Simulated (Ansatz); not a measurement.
Cartesian coordinates (Å):
```xyz
3

O      0.0094     0.4085     0.0000
H     -0.7623    -0.1869     0.0000
H      0.7529    -0.2217     0.0000
```
Charge 0, multiplicity 1.

Level of theory: frozen-core CCSD(T)/cc-pVTZ // PBE-D3(BJ)/def2-SVP (Ansatz, a first-principles code).

| Property | Value |
|---|---|
| HF energy | -76.05522 Ha |
| MP2 correlation energy | -0.26298 Ha |

Problem. Estimate the CCSD correlation energy, the (T) correction, the total energy and the T1 diagnostic.

Solution. 
| Item | Result |
|---|---|
| CCSD correlation energy | -0.26874 Ha |
| (T) correction | -0.00782 Ha |
| CCSD(T) total energy | -76.33178 Ha |
| T1 diagnostic | 0.007 |
